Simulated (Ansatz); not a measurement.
Two structures, one formula

Two relaxed structures of CH2LiO, doublet (PBE0-D4/def2-TZVP; forces vanish, vibrations not checked).

A:

```xyz
5
angstrom
Li -0.2198 1.6698 0.9079
C -1.0331 -0.0086 -0.0691
O 0.0226 0.6598 -0.4400
H -0.9178 -0.9742 0.4395
H -1.9873 0.1445 -0.5891
```

B:

Li1  (1.958, -1.613, -0.711)
C2  (0.231, -1.108, -0.269)
O3  (1.283, -0.264, 0.324)
H4  (-0.738, -0.660, -0.023)
H5  (0.997, 0.634, 0.508)
(Å)

Ansatz 0.2.0; basis: def2-TZVPP; cores frozen in the correlated methods; orbitals are unrestricted. The outer core shell of Li, Na, Mg and K is correlated. B3LYP uses VWN-RPA correlation.

(1) Which structure is lower at CCSD(T), and by how much? (Judge from chemistry; the value comes from the calculation.)

No T1 diagnostic of these runs exceeds 0.020. ⟨S²⟩ of the unrestricted Hartree–Fock references: 0.76 to 0.77 (a pure state has 0.75).

Results:

(1) Computed: A, by 38.44 kcal/mol (electronic energy, against the other). By their contacts, A is CH₂LiO ([Li]1[CH2][O]1) and B is CH₂LiO ([Li]1[CH][OH]1).

All methods give the same order:

```tsv
method	E(B) − E(A) (kcal/mol)
PBE-D4	42.96
r2SCAN-D4	40.86
PBE0-D4	41.22
B3LYP-D4	41.28
wB97M-V	39.56
HF	35.05
MP2	40.73
CCSD	37.97
CCSD(T)	38.44
```

Labels in which every atom is bracketed show which atoms are joined, not bond orders.

For scale, one of the runs: CCSD(T)/def2-TZVPP, 109 basis functions, launched by `ansatz run in.yaml --threads 2 --pin off --events-out ev --progress --plain --max-ram 4352MiB`. Hardware: 2 CPU threads of an Arm Neoverse V1, shared host. Wall time 17 s; peak host memory 0.89 GiB.
